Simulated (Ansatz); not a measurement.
**C3H6F2O: up Jacob's ladder to CCSD(T)**

An exercise on one series of results from a longer session: the logs are not shown, and one member is left open.

The runs use Ansatz 0.2.0, Gaussian basis; functionals in def2-TZVPP, the program's frozen cores in correlated methods.

Levels to be run: PBE-D4, r2SCAN-D4, PBE0-D4, B3LYP-D4, ωB97X-V, ωB97M-V, B2PLYP; CCSD(T)/def2-TZVPP; MP2/def2-QZVPP; extrapolation to the limit.

## The relaxed structure

An earlier PBE0-D4 in a triple-zeta def2 set relaxation fixed the geometry.

SMILES `CC(F)OCF`, 12 atoms, charge 0, spin multiplicity 1.

Atoms are counted from 1 here; the program's logs count them from 0.

Bond lengths: C1–C2 1.497 Å, C1–H7 1.090 Å, C1–H8 1.091 Å, C1–H9 1.090 Å, C2–F3 1.385 Å, C2–O4 1.390 Å, C2–H10 1.096 Å, O4–C5 1.378 Å, C5–F6 1.377 Å, C5–H11 1.094 Å, C5–H12 1.090 Å. Angles: C2–C1–H7 109.9°, C2–C1–H8 109.5°, C2–C1–H9 109.8°, H7–C1–H8 109.4°, H7–C1–H9 109.2°, H8–C1–H9 109.1°, C1–C2–F3 109.6°, C1–C2–O4 108.9°, C1–C2–H10 113.0°, F3–C2–O4 108.7°, F3–C2–H10 106.0°, O4–C2–H10 110.6°, C2–O4–C5 114.9°, O4–C5–F6 110.5°, O4–C5–H11 112.0°, O4–C5–H12 107.1°, F6–C5–H11 107.3°, F6–C5–H12 108.1° and more.

Set-up of the first run:

File in.yaml:

```yaml
crystal:
  periodic: [false, false, false]
  atoms:
    - {symbol: C, position_ang: [-1.648610, -0.722941, 0.053752]}
    - {symbol: C, position_ang: [-0.203935, -0.422150, 0.307768]}
    - {symbol: F, position_ang: [0.010978, -0.294285, 1.670135]}
    - {symbol: O, position_ang: [0.120388, 0.779788, -0.309596]}
    - {symbol: C, position_ang: [1.468245, 1.062622, -0.357359]}
    - {symbol: F, position_ang: [2.087751, 0.292911, -1.316842]}
    - {symbol: H, position_ang: [-1.936542, -1.631205, 0.582938]}
    - {symbol: H, position_ang: [-2.260435, 0.109368, 0.404401]}
    - {symbol: H, position_ang: [-1.814724, -0.862395, -1.014827]}
    - {symbol: H, position_ang: [0.465517, -1.221115, -0.029504]}
    - {symbol: H, position_ang: [1.963913, 0.855066, 0.595552]}
    - {symbol: H, position_ang: [1.565554, 2.109133, -0.646820]}
basis:
  gaussian: {orbitals: def2-TZVPP}
hamiltonian: {xc: pbe, dispersion: d4}
output: {forces: true, orbitals: {seedname: orbitals}}
```

Among the steps run: PBE-D4 (GGA); r2SCAN-D4 (meta-GGA); PBE0-D4 (hybrid); B3LYP-D4 (hybrid); ωB97X-V (range-separated); ωB97M-V (range-separated); B2PLYP (double hybrid); CCSD(T) in def2-TZVPP; MP2 in def2-QZVPP.

One table of the session follows, with a row left open; its other results are not shown here.

```
            method  atomisation energy (eV)
            PBE-D4                   50.423
         r2SCAN-D4                   49.166
           PBE0-D4                   49.182
          B3LYP-D4                   48.881
           ωB97X-V                   49.118
           ωB97M-V                   49.146
            B2PLYP                        ?
     HF/def2-TZVPP                   35.113
    MP2/def2-TZVPP                   48.911
   CCSD/def2-TZVPP                   47.004
CCSD(T)/def2-TZVPP                   47.777
           MP2/CBS                   50.128
       CCSD(T)/CBS                   48.994
```

**Question.** Estimate the row for B2PLYP.

As computed: atomisation energy (eV): 48.492. In the column «atomisation energy (eV)» it lies between CCSD(T)/def2-TZVPP (47.777) and B3LYP-D4 (48.881).

Caveats from the session: Free atoms (3 C, 2 F, 1 O, 6 H) were run apart at each level; the atomisation energy is their sum less the molecule, without zero-point or spin-orbit terms.
